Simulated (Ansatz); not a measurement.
**C2H2F4: up Jacob's ladder to CCSD(T)**

How much do the methods differ for C2H2F4? The plan is to run it at one geometry with functionals of several rungs and with coupled cluster. The yardstick is the atomisation energy at the CCSD(T) limit.

The runs use Ansatz 0.2.0, Gaussian basis; functionals in def2-TZVPP, the program's frozen cores in correlated methods.

Plan: LDA (SPW92), PBE-D4, revPBE-D4, BLYP-D4, r2SCAN-D4, B97M-V, PBE0-D4, B3LYP-D4, r2SCANh-D4, r2SCAN0-D4, HSE06-D4, BHLYP-D4, CAM-B3LYP-D4, LC-ωPBE, ωB97X-V, ωB97M-V, B2PLYP, PBE-QIDH; CCSD(T)/def2-SVP; CCSD(T)/def2-TZVPP; MP2/def2-QZVPP; extrapolation to the limit; RPA on PBE.

**1. The geometry**

The geometry comes from an earlier relaxation with PBE0-D4 in a triple-zeta def2 set; it is a stationary point, not always the lowest conformer.

SMILES `FCC(F)(F)F`, 8 atoms, charge 0, spin multiplicity 1.

Atoms are counted from 1 here; the program's logs count them from 0.

Bond lengths: F1–C2 1.364 Å, C2–C3 1.514 Å, C2–H7 1.093 Å, C2–H8 1.093 Å, C3–F4 1.332 Å, C3–F5 1.339 Å, C3–F6 1.332 Å. Angles: F1–C2–C3 109.8°, F1–C2–H7 109.7°, F1–C2–H8 109.7°, C3–C2–H7 108.6°, C3–C2–H8 108.6°, H7–C2–H8 110.3°, C2–C3–F4 111.9°, C2–C3–F5 108.9°, C2–C3–F6 111.9°, F4–C3–F5 108.1°, F4–C3–F6 107.8°, F5–C3–F6 108.1°.

**2. LDA**

This LDA is Slater exchange with PW92 correlation.

File in.yaml:

```yaml
crystal:
  periodic: [false, false, false]
  atoms:
    - {symbol: F, position_ang: [-0.224613, -1.506534, 0.915157]}
    - {symbol: C, position_ang: [-0.211199, -0.737778, -0.211657]}
    - {symbol: C, position_ang: [0.211238, 0.674252, 0.135451]}
    - {symbol: F, position_ang: [1.434396, 0.711331, 0.662421]}
    - {symbol: F, position_ang: [0.217106, 1.411780, -0.982138]}
    - {symbol: F, position_ang: [-0.624553, 1.243566, 1.002905]}
    - {symbol: H, position_ang: [0.502027, -1.148620, -0.930051]}
    - {symbol: H, position_ang: [-1.212300, -0.705097, -0.647889]}
basis:
  gaussian: {orbitals: def2-TZVPP}
hamiltonian: {xc: lda}
output: {orbitals: {seedname: orbitals}}
```

The runs that follow: PBE-D4 (GGA); revPBE-D4 (GGA); BLYP-D4 (GGA); r2SCAN-D4 (meta-GGA); B97M-V (meta-GGA); PBE0-D4 (hybrid); B3LYP-D4 (hybrid); r2SCANh-D4 (hybrid); r2SCAN0-D4 (hybrid); HSE06-D4 (hybrid); BHLYP-D4 (hybrid); CAM-B3LYP-D4 (range-separated); LC-ωPBE-D4 (range-separated); ωB97X-V (range-separated); ωB97M-V (range-separated); B2PLYP (double hybrid); PBE-QIDH (double hybrid); CCSD(T) in def2-SVP; CCSD(T) in def2-TZVPP; MP2 in def2-QZVPP; RPA on PBE orbitals.

**Question.** What will the summary of the whole plan be? Wanted: atomisation energy, CCSD(T)/CBS; farthest beyond LDA; mean size of error, GGA; mean size of error, meta-GGA; mean size of error, hybrid; mean size of error, range-separated; mean size of error, double hybrid; gap, smallest and largest; T1 diagnostic.

As calculated:

| quantity | value |
| --- | --- |
| atomisation energy, CCSD(T)/CBS | 32.995 eV |
| functionals within 0.165 eV (0.5 %) | revPBE-D4, BLYP-D4, B97M-V, ωB97X-V, ωB97M-V |
| farthest beyond LDA | BHLYP-D4 (-1.882 eV) |
| mean size of error, GGA | 0.575 eV |
| mean size of error, meta-GGA | 0.132 eV |
| mean size of error, hybrid | 0.582 eV |
| mean size of error, range-separated | 0.237 eV |
| mean size of error, double hybrid | 0.277 eV |
| gap, smallest and largest | 8.70 eV (LDA (SPW92)), 16.77 eV (LC-ωPBE) |
| T1 diagnostic | 0.0115 |
| triples share of the correlation energy | 3.1 % |

**Reading.** LDA overbinds by 6.947 eV (21 %). PBE-D4 is off by +1.465 eV. Double hybrids carry the basis error of their MP2 part in triple zeta, and no dispersion term here, so their miss is partly the set-up's. By mean error the best rung here is meta-GGA (0.132 eV) and the worst beyond LDA is hybrid (0.582 eV). The mean of the hybrids holds BHLYP, with half exact exchange. Misses under about 0.165 eV are within the doubt on the reference itself, which lacks core-valence correlation, relativity and higher excitations. Hartree-Fock recovers 69 % of the binding; the rest is correlation. CCSD(T) in def2-SVP is off by -1.542 eV, so the small basis spoils what the method gains. Orbital gaps span 8.7 to 16.8 eV; exact exchange widens them.
